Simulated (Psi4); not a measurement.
**doublet SiHF+: levels of theory compared**

Aim: a comparison of 3 runs (UHF/def2-TZVPPD, UBHLYP/def2-TZVPPD, UMP2/def2-TZVPPD) of doublet SiHF+. 

The calculation is run with Psi4 1.11.

## 1. The structure to begin with

SiHF+ has 3 atoms, charge +1, and is taken as a doublet. SMILES of the parent species: `F[SiH]`. The coordinates come from a PBE0-D4/def2-TZVP relaxation. That shape belongs to the parent species and isn't relaxed for this state.

Bond lengths: F1–Si2 1.612 Å, Si2–H3 1.541 Å. Angles: F1–Si2–H3 96.3°.

## 2. Energy and forces at UHF/def2-TZVPPD (run 1)

The input, input.in:

```
memory 2.2 GB

molecule mol {
  1 2
  F     -2.06017942     0.04610932    -1.13818204
  Si     0.35300084     1.18939362     0.32843440
  H      1.68639159    -1.35795719     0.78480326
  units bohr
  symmetry c1
  no_reorient
  no_com
}

set basis def2-TZVPPD
set reference uhf
set puream true
set e_convergence 1e-09
set d_convergence 1e-08
set scf_type pk
set maxiter 100

e_tot, wfn = gradient("hf", return_wfn=True)
oeprop(wfn, "WIBERG_LOWDIN_INDICES", "LOWDIN_CHARGES", "DIPOLE")
```

Started as:

```bash
$ psi4 -i input.in -o input.out -n 1
```

input.out:

```text
[...]
  Running in c1 symmetry.
[...]
  Nuclear repulsion =   48.194575458699973
[...]
  Multiplicity = 2
[...]
  Nalpha       = 12
  Nbeta        = 11
[...]
    Number of basis functions: 105
[...]
   @UHF iter   1:  -388.61488789414295   -3.80821e-01   3.46618e-03 DIIS/ADIIS
[...]
   @UHF iter  14:  -388.68840330635578   -1.28466e-11   6.91481e-09 DIIS
[...]
   @S^2 Observed:                7.764317861E-01
[...]
    Orbital Energies [Eh]
    ---------------------
    Alpha Occupied:
       1A    -69.194726     2A    -26.561290     3A     -6.532774
       4A     -4.640120     5A     -4.634221     6A     -4.631361
       7A     -1.850844     8A     -1.039395     9A     -0.942436
      10A     -0.913543    11A     -0.878440    12A     -0.724297
    Alpha Virtual:
      13A     -0.256000    14A     -0.155772    15A     -0.097226
      16A     -0.087835    17A     -0.046741    18A     -0.028406
      19A     -0.011417    20A     -0.008847    21A     -0.005655
      22A      0.011049    23A      0.032844    24A      0.060309
      25A      0.084628    26A      0.120531    27A      0.130903
[...]
  @UHF Final Energy:  -388.68840330635578
   => Energetics <=
    Nuclear Repulsion Energy =             48.1945754586999726
    One-Electron Energy =                -629.5908166240590162
    Two-Electron Energy =                 192.7078378590032344
    Total Energy =                       -388.6884033063557808
  UHF NO Occupations:
  HONO-2 :   10  A 1.9995846
  HONO-1 :   11  A 1.9872009
[...]
  -Total Gradient:
     Atom            X                  Y                   Z
    ------   -----------------  -----------------  -----------------
       1       -0.047137969912    -0.039268393908    -0.030534117079
       2        0.054694958066     0.055482249558     0.036533702264
       3       -0.007556988154    -0.016213855650    -0.005999585186
[...]
 Multipole Moments:
 ------------------------------------------------------------------------------------
     Multipole            Electronic (a.u.)      Nuclear  (a.u.)        Total (a.u.)
 ------------------------------------------------------------------------------------
 L = 1.  Multiply by 2.5417464519 to convert [e a0] to [Debye]
 Dipole X            :         12.8380223          -11.9132114            0.9248109
 Dipole Y            :        -14.3904046           15.7085374            1.3181327
 Dipole Z            :          5.5208762           -4.8607535            0.6601227
 Magnitude           :                                                    1.7402618
[...]
```

Run time: 9 s. Hardware: 1 thread of Intel Xeon 6975P-C (Granite Rapids), shared host; peak memory 0.43 GiB.

## 3. The energy at UBHLYP/def2-TZVPPD (run 2)

The input, job.dat:

```
memory 2.2 GB

molecule mol {
  1 2
  F     -1.090200     0.024400    -0.602300
  Si     0.186800     0.629400     0.173800
  H      0.892400    -0.718600     0.415300
  symmetry c1
}

set {
  reference            uks
  puream               true
  e_convergence        1e-09
  d_convergence        1e-08
  scf_type             pk
  dft_radial_points    99
  dft_spherical_points 590
  maxiter              100
}

energy('bhhlyp/def2-TZVPPD')
```

Started as:

```bash
$ psi4 -i job.dat -o job.out -n 1
```

job.out:

```text
[...]
  Running in c1 symmetry.
[...]
  Nuclear repulsion =   48.194575348987868
[...]
  Multiplicity = 2
[...]
  Nalpha       = 12
  Nbeta        = 11
[...]
    Number of basis functions: 105
[...]
   @UKS iter   1:  -389.53576547184412   -1.69573e-01   3.88211e-03 ADIIS/DIIS
[...]
   @UKS iter  12:  -389.60035886528027   -1.02318e-11   7.99805e-09 DIIS
[...]
   @S^2 Observed:                7.629839201E-01
[...]
    Orbital Energies [Eh]
    ---------------------
    Alpha Occupied:
       1A    -67.552229     2A    -25.581929     3A     -6.005481
       4A     -4.269443     5A     -4.269309     6A     -4.264345
       7A     -1.620018     8A     -0.921716     9A     -0.823967
      10A     -0.797391    11A     -0.778577    12A     -0.638509
    Alpha Virtual:
      13A     -0.341699    14A     -0.235702    15A     -0.166048
      16A     -0.132171    17A     -0.103314    18A     -0.072176
      19A     -0.062128    20A     -0.052246    21A     -0.050647
      22A     -0.036415    23A     -0.008632    24A      0.012447
      25A      0.041991    26A      0.068584    27A      0.070584
[...]
  @UKS Final Energy:  -389.60035886528027
   => Energetics <=
    Nuclear Repulsion Energy =             48.1945753489878683
    One-Electron Energy =                -629.7204395996001267
    Two-Electron Energy =                 208.0999739573383920
    DFT Exchange-Correlation Energy =     -16.1744685720063650
    Empirical Dispersion Energy =           0.0000000000000000
    VV10 Nonlocal Energy =                  0.0000000000000000
    Total Energy =                       -389.6003588652802136
[...]
 Multipole Moments:
 ------------------------------------------------------------------------------------
     Multipole            Electronic (a.u.)      Nuclear  (a.u.)        Total (a.u.)
 ------------------------------------------------------------------------------------
 L = 1.  Multiply by 2.5417464519 to convert [e a0] to [Debye]
 Dipole X            :         -0.4189561            2.1060013            1.6870452
 Dipole Y            :          1.2386788           -0.6919729            0.5467059
 Dipole Z            :          0.0000000            0.0000000            0.0000000
 Magnitude           :                                                    1.7734173
[...]
```

Wall time 9.6 s (1 thread of Intel Xeon 6975P-C (Granite Rapids), shared host); peak memory 0.9 GiB.

## 4. A single-point energy at UMP2/def2-TZVPPD (run 3)

The input, input.inp:

```
memory 2200 MB

molecule {
  1 2
  F     -1.090200     0.024400    -0.602300
  Si     0.186800     0.629400     0.173800
  H      0.892400    -0.718600     0.415300
  symmetry c1
  no_reorient
  no_com
}

set reference uhf
set puream true
set e_convergence 1e-09
set d_convergence 1e-08
set scf_type pk
set num_frozen_docc 6
set mp2_type conv
set maxiter 100

e, wfn = energy("mp2/def2-TZVPPD", return_wfn=True)
```

Started as:

```bash
$ psi4 -i input.inp -o input.out -n 1
```

input.out:

```text
[...]
  Running in c1 symmetry.
[...]
  Nuclear repulsion =   48.194575348987868
[...]
  Multiplicity = 2
[...]
  Nalpha       = 12
  Nbeta        = 11
[...]
    Number of basis functions: 105
[...]
   @UHF iter   1:  -388.61488802045318   -3.80823e-01   3.46618e-03 DIIS/ADIIS
[...]
   @UHF iter  14:  -388.68840330574864   -1.26192e-11   6.91490e-09 DIIS
[...]
   @S^2 Observed:                7.764317867E-01
[...]
    Orbital Energies [Eh]
    ---------------------
    Alpha Occupied:
       1A    -69.194726     2A    -26.561290     3A     -6.532774
       4A     -4.640120     5A     -4.634221     6A     -4.631361
       7A     -1.850844     8A     -1.039395     9A     -0.942436
      10A     -0.913543    11A     -0.878440    12A     -0.724297
    Alpha Virtual:
      13A     -0.256000    14A     -0.155772    15A     -0.097226
      16A     -0.087835    17A     -0.046741    18A     -0.028406
      19A     -0.011417    20A     -0.008847    21A     -0.005655
      22A      0.011049    23A      0.032844    24A      0.060309
      25A      0.084628    26A      0.120531    27A      0.130903
[...]
  @UHF Final Energy:  -388.68840330574864
   => Energetics <=
    Nuclear Repulsion Energy =             48.1945753489878683
    One-Electron Energy =                -629.5908164121661912
    Two-Electron Energy =                 192.7078377574296439
    Total Energy =                       -388.6884033057486931
  UHF NO Occupations:
  HONO-2 :   10  A 1.9995846
  HONO-1 :   11  A 1.9872009
[...]
 Multipole Moments:
 ------------------------------------------------------------------------------------
     Multipole            Electronic (a.u.)      Nuclear  (a.u.)        Total (a.u.)
 ------------------------------------------------------------------------------------
 L = 1.  Multiply by 2.5417464519 to convert [e a0] to [Debye]
 Dipole X            :         12.8380223          -11.9132114            0.9248109
 Dipole Y            :        -14.3904047           15.7085374            1.3181327
 Dipole Z            :          5.5208762           -4.8607535            0.6601227
 Magnitude           :                                                    1.7402618
[...]
	SCS-MP2 Total Energy (a.u.)        :  -389.01120617159688
	SOS-MP2 Total Energy (a.u.)        :  -388.98451218082647
	SCSN-MP2 Total Energy (a.u.)       :  -388.82934757701628
[...]
	SOS-PI-MP2 Total Energy (a.u.)     :  -389.03386366000609
[...]
	MP2 Total Energy (a.u.)            :  -389.01524267395797
[...]
```

Wall time 9.9 s (1 thread of Intel Xeon 6975P-C (Granite Rapids), shared host); peak memory 0.67 GiB.

## 5. All runs side by side

```
run               level      task                properties  energy (Eh)  HOMO energy (eV)  LUMO energy (eV)   ⟨S²⟩  wall time
  1     UHF/def2-TZVPPD  gradient  (wiberg, lowdin, dipole)  -388.688403            -19.71             -8.04  0.776        9 s
  2  UBHLYP/def2-TZVPPD    energy                         –  -389.600359            -17.37            -11.19  0.763      9.6 s
  3    UMP2/def2-TZVPPD    energy                         –  -389.015243            -19.71             -8.04  0.776      9.9 s
```

## 6. What came out

| quantity | value |
| --- | --- |
| run 3: total energy | -389.01524 Eh |
| run 3: HOMO energy (Hartree–Fock orbitals) (highest over α and β) | -19.71 eV |
| run 3: LUMO energy (Hartree–Fock orbitals) (lowest over α and β) | -8.04 eV |
| run 3: correlation energy (6 core orbitals frozen) | -326.8 mEh |
| run 3: ⟨S²⟩ of the reference determinant | 0.776 |

All runs together took 29 s, the longest 9.9 s.
